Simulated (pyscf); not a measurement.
Structures and frequencies: ωB97X-D3(BJ)/def2-SVP in PySCF. Correlated levels are frozen-core, on RHF or UHF. ΔMP2 is the change of the MP2 total energy from the triple- to the quadruple-zeta basis.

Estimate by transition-state theory (the high-pressure limit) the rate constant of [HB–OH]• (SMILES [BH]O) → HB=O (SMILES B=O) + H• (SMILES [H]) (doublet surface; H–O broken, none formed) at 298 K, with CCSD(T)/def2-TZVPP + ΔMP2(QZVPP) energies (ideal gas, 1 atm, RRHO with modes under 100 cm⁻¹ raised to 100, one conformer, R ln 2 for rigid chiral ones; no tunnelling).

The electronic barrier is 32.0 kcal/mol and the thermal terms add -5.1, so ΔG‡ = 26.9 kcal/mol. With k_BT/h = 6.21e+12 s⁻¹ and RT = 0.592 kcal/mol, k = 1.2e-07 s⁻¹; so small a molecule is far into fall-off at 1 atm, where the true rate is lower. Wigner's tunnelling factor for 2151i cm⁻¹ would be 5.49, likely too low at so high a frequency. A shift of 1 kcal/mol in the barrier changes k by a factor 5.4. [HB–OH]• lies 5.8 kcal/mol over its isomer H₂B–O•, and others may lie lower still (electronic energy, ωB97M-D3(BJ)). One saddle was located; it need not be the lowest between these sides. The CCSD(T) − MP2 part came from Ansatz, without density fitting, on the same reference.
